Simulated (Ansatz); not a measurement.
# CHSi (quartet): from Hartree-Fock to the top rungs at scale of all distances = 1.000, 6-31G

How much of the correlation energy of CHSi (quartet) does each wave-function method recover here?

The runs use Ansatz 0.2.0, Gaussian basis; 6-31G, core rule «outside noble gas», up to 6 orbitals frozen.

Plan: UHF; CCSD(T) on ROHF; CCSD(T) on UHF; BCCD(T) on ROHF; CISD; CCSDT(Q) on ROHF; CCSDT(Q) on UHF; CCSDTQ on ROHF; CASSCF and MRCISD+Q, 5 electrons in 5 orbitals; CASSCF and NEVPT2, 5 electrons in 5 orbitals; CASSCF and MRCISD+Q, 9 electrons in 9 orbitals; CASSCF and MRCISD+Q(relaxed), 9 electrons in 9 orbitals; CASSCF and NEVPT2, 9 electrons in 9 orbitals; Full CI.

18 further runs of the same task are left out: 15 that didn't finish, 3 set aside as unsound or not needed.

**1. What is computed**

The geometry derives from a PBE0/def2-TZVP stationary point (not a proven minimum). All distances are scaled together.

3 atoms, charge 0, spin multiplicity 4.

Atoms are counted from 1 here; the program's logs count them from 0.

Bond lengths: Si1–C2 1.840 Å, Si1–H3 1.533 Å. Angles: C2–Si1–H3 97.9°.

**2. UHF**

Contents of in.yaml:

```yaml
crystal:
  periodic: [false, false, false]
  atoms:
    - {symbol: Si, position_ang: [0.000000, -0.083231, 0.527232]}
    - {symbol: C, position_ang: [0.000000, 0.076222, -1.305753]}
    - {symbol: H, position_ang: [0.000000, 1.410897, 0.868536]}
basis:
  gaussian: {orbitals: 6-31G}
magnetization: {spin_polarized: true, initial_magnetization: 3}
hamiltonian: {xc: hf}
output: {orbitals: {seedname: orbitals}}
```

On the command line:

```bash
$ ansatz run in.yaml --threads 1 --pin off --events-out ev --progress --plain --max-ram 2393MiB
```

Further steps of the session: CCSD(T) on ROHF; CCSD(T) on UHF; BCCD(T) on ROHF; CISD; CCSDT(Q) on ROHF; CCSDT(Q) on UHF; CCSDTQ on ROHF; CASSCF and MRCISD+Q, 5 electrons in 5 orbitals; CASSCF and NEVPT2, 5 electrons in 5 orbitals; CASSCF and MRCISD+Q, 9 electrons in 9 orbitals; CASSCF and MRCISD+Q(relaxed), 9 electrons in 9 orbitals; CASSCF and NEVPT2, 9 electrons in 9 orbitals; Full CI.

**Question.** What will the summary of the whole plan be? Wanted: FCI below the RHF energy; RMP2 from FCI; UMP2 from FCI; RCCSD from FCI; RCCSD(T) from FCI; UCCSD(T) from FCI; RCCSDT(Q) from FCI; UCCSDT(Q) from FCI; MRCISD+Q pair from FCI.

**Answer**, as computed:

```
                         quantity                                                                                                                    value
         FCI below the RHF energy                                                                                                               -2.8959 eV
                    RMP2 from FCI                                                                                                               +937.0 meV
                    UMP2 from FCI                                                                                                               +910.5 meV
                   RCCSD from FCI                                                                                                               +117.0 meV
                RCCSD(T) from FCI                                                                                                                +42.1 meV
                UCCSD(T) from FCI                                                                                                                +41.8 meV
               RCCSDT(Q) from FCI                                                                                                                 +1.8 meV
               UCCSDT(Q) from FCI                                                                                                                 +0.9 meV
           MRCISD+Q pair from FCI                                                                                                                +62.1 meV
          NEVPT2 valence from FCI                                                                                                               +318.2 meV
        MRCISD+Q valence from FCI                                                                                                                +14.0 meV
levels within 1 kcal/mol (43 meV)  RCCSD(T), UCCSD(T), BCCD(T), RCCSDT, UCCSDT, RCCSDT(Q), UCCSDT(Q), RCCSDTQ, MRCISD+Q valence, MRCISD+Q(relaxed) valence
                    T1 diagnostic                                                                                                                    0.052
   effectively unpaired electrons                                                                                                                     3.07
```

In words: RCCSD(T) misses by +42.1 meV, 1.5 % of the correlation energy. MRCISD+Q(relaxed) valence falls below full CI: the +Q correction isn't variational, and the cores differ from full CI's. The occupations are near whole numbers, but T1 = 0.052 shows that the orbitals relax strongly. Of the multireference levels listed MRCISD+Q(relaxed) valence comes nearest in total energy (-3.2 meV), which doesn't show that its space is the better one. Coupled cluster took another determinant than the lowest Hartree-Fock one. These misses are within one basis, not against nature; the frozen cores of restricted and unrestricted runs differ, which can shift their rows.
